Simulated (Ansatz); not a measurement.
What does this script print? It uses Ansatz 0.2.0, Python API.

`alclh4si.py`:
```python
# -*- coding: utf-8 -*-
"""Active-space calculation on AlClH4Si."""

import ansatz as az
from ase import Atoms

BASIS = "cc-pVDZ"


def main():
    atoms = Atoms(["Si", "Al", "Cl", "H", "H", "H", "H"], positions=[
        (-0.8147, 0.5307, -0.2887),
        (1.0204, -0.6058, 0.486),
        (1.7974, -2.2982, -0.6922),
        (-1.9266, -0.3376, -0.4245),
        (-0.5596, 1.1497, -1.6348),
        (-1.1999, 1.6654, 0.6445),
        (1.7442, -0.1722, 1.8641),
    ])
    system = az.Crystal.molecule_from_ase(atoms)

    job = (
        system.calculation()
        .basis(gaussian=BASIS)
        .correlation(active_electrons=4, active_orbitals=4)
    )
    for method in [None]:
        rep = (job if method is None else job.correlation(method)).run(threads=1).report
        space = rep["configurations"]
        state = space["states"][0]
        print(method or "casscf", f"total {rep['free_energy_ev'] / 27.211386246:.6f} Ha, active-space state {state['energy']['hartree']:.6f} Ha, mean field {rep['reference_energy_ev'] / 27.211386246:.6f} Ha")
        print("  determinants", state["n_determinants"], " natural occupations", [round(n, 3) for n in space["natural_occupations"]])


if __name__ == "__main__":
    main()
```

```console
$ python alclh4si.py
casscf total -992.758700 Ha, active-space state -992.758700 Ha, mean field -992.730499 Ha
  determinants 36  natural occupations [1.979, 1.976, 0.024, 0.021]
```

What to keep in mind:
- Total energies depend on the basis set; only differences at equal settings carry meaning.
- The geometry is a force-field or estimated start, not a minimum of this method, and the basis set is short of its limit. The active space starts as a window about the frontier orbitals and is then optimised, not chosen by chemistry.
- Timing: 4.3 s on 1 thread of Arm Neoverse V1 (shared host), peak memory 0.24 GiB.
